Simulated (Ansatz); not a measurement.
Geometry optimisation, Ansatz 0.2.0, RKS PBE0-D4/6-31G*.

The input (input.yaml):

```yaml
crystal:
  periodic: [false, false, false]
  atoms:
    - { symbol: B, position_ang: [0.102024, 0.436629, -0.376044] }
    - { symbol: H, position_ang: [0.038519, -0.079872, 1.965647] }
    - { symbol: O, position_ang: [1.331657, -0.061519, -0.623714] }
    - { symbol: H, position_ang: [1.289093, -0.966577, -0.949913] }
    - { symbol: H, position_ang: [-0.906528, -0.185109, -0.565991] }
    - { symbol: F, position_ang: [0.023832, 1.689084, 0.050406] }
    - { symbol: H, position_ang: [-0.053499, 0.617664, 1.890109] }
basis:
  gaussian: { orbitals: "6-31G*" }
hamiltonian:
  xc: pbe0
  dispersion: d4
relax:
  f_tol: 0.03
  max_steps: 50
```

Command:

```bash
$ ansatz run input.yaml --threads 1 --pin off --max-ram 2048MiB --backend cpu --events-out ev --progress --plain --runs-dir out
```

Q: Where does it end, and by what steps?

A: The forces met the threshold. The force dipped under the threshold on the way, but the program's further checks kept it going. After 30 steps the energy has fallen by 0.187 eV; H2 moved furthest, 1.50 Å.

```csv
step,energy less start (eV),largest force component (eV/Å),accepted
0,0.0000,1.479,yes
2,-0.1400,0.660,yes
4,-0.1671,0.293,yes
6,-0.1703,0.144,yes
8,-0.1724,0.045,yes
10,-0.1738,0.023,yes
12,-0.1735,0.229,no
14,-0.1767,0.032,yes
16,-0.1793,0.112,yes
18,-0.1807,0.177,yes
20,-0.1812,0.182,no
22,-0.1852,0.042,yes
24,-0.1850,0.181,no
26,-0.1863,0.087,yes
28,-0.1866,0.040,yes
30,-0.1868,0.019,yes
```

```xyz
7
Properties=species:S:1:pos:R:3
B 0.180 0.282 -0.733
H -0.250 0.402 3.356
O 1.414 -0.129 -1.091
H 1.380 -0.798 -1.784
H -0.827 -0.142 -1.229
F 0.093 1.203 0.218
H -0.165 0.632 2.654
```

Time of the run: 42 s on 1 thread of Arm Neoverse V1, with other jobs on the host, peak memory 0.12 GiB.
